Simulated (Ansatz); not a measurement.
Changing the shape of CH₃, doublet

Calculated in Ansatz's Gaussian-basis code. Basis cc-pVDZ, nonrelativistic, 1 orbital frozen in the corrections; active space CAS(7,7). Restricted Hartree–Fock, then the lowest state-specific CASSCF solution met for each case. Single-reference values can break down or jump between states where bonds are stretched. Unlike active orbitals can shift such differences by tenths of an eV, at times by over 1 eV.

Case A:

```tsv
atom	x (Å)	y (Å)	z (Å)
C	0.0000	0.0000	0.0000
H	1.0031	0.0000	0.0000
H	-0.5016	0.8687	0.0000
H	-0.5016	-0.8687	0.0000
```

Case B:

```
atom    x (Å)    y (Å)   z (Å)
   C   0.0000   0.0000  0.0000
   H   1.0903   0.0000  0.0000
   H  -0.5452   0.9443  0.0000
   H  -0.5452  -0.9443  0.0000
```

Case C:

```xyz
4

C     0.0000    0.0000    0.0000
H     1.1776    0.0000    0.0000
H    -0.5888    1.0198    0.0000
H    -0.5888   -1.0198    0.0000
```

Energy less that of case A, in eV:

| case | RHF/ROHF | CASSCF |
| --- | --- | --- |
| B | -0.396 | -0.601 |
| C | +0.071 | -0.360 |

Task: Give the SC-NEVPT2 energies against case A.

Result: B: -0.560 eV (-12.9 kcal/mol); C: -0.266 eV (-6.1 kcal/mol).

Task: Which case is lowest, and do the methods agree?

Result: B is lowest in SC-NEVPT2. Of the methods shown, RHF/ROHF, CASSCF agree.
